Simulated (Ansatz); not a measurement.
## Si–BH2, quartet: reading a ladder of total energies

Geometry: a point of a stretch scan, not a stationary point.

```xyz
4

Si    0.0000    0.0000    0.7980
B     0.0000    0.0000   -1.6670
H     0.0000   -1.0760   -2.1780
H     0.0000    1.0760   -2.1780
```

Basis 6-31G; Ansatz 0.2.0. Correlated methods freeze the noble-gas cores, which leaves 9 electrons in 20 orbitals. R marks a restricted (for open shells ROHF) determinant, U an unrestricted one.

Full CI is exact within this basis and frozen core; it isn't the basis-set limit. The frozen core follows each run's orbitals, which can shift R against U totals by a few meV.

Runs differ by some tens of microhartree through their thresholds and, for an open shell, their frozen cores, so steps under 0.1 kcal/mol mean nothing.

```tsv
level	total energy (hartree)
UHF	-314.603661
UMP2	-314.671648
UCCSD	-314.698741
UCCSD(T)	-314.701434
UCCSDT	-314.702672
UCCSDT(Q)	-314.702782
UCCSDTQ	-314.702744
full CI	-314.702733
```

Task: What is the correlation energy at full CI, and what share of it do UMP2 and UCCSD(T) recover?

Result: E(corr) = -314.702733 − (-314.603661) = -0.099072 hartree = -2.696 eV. UMP2: -0.067987 / -0.099072 = 68.62 %. UCCSD(T): -0.097773 / -0.099072 = 98.69 %.

Task: By how many kcal/mol does UCCSD(T) miss full CI (1 hartree = 627.509 kcal/mol), and which steps make up the rest?

Result: -314.701434 − (-314.702733) = 0.001299 hartree = 0.82 kcal/mol. Steps: UCCSDT − UCCSD(T) = -0.78, UCCSDT(Q) − UCCSDT = -0.07, UCCSDTQ − UCCSDT(Q) = 0.02, full CI − UCCSDTQ = 0.01 kcal/mol. Differences between like states or geometries often cancel part of this.
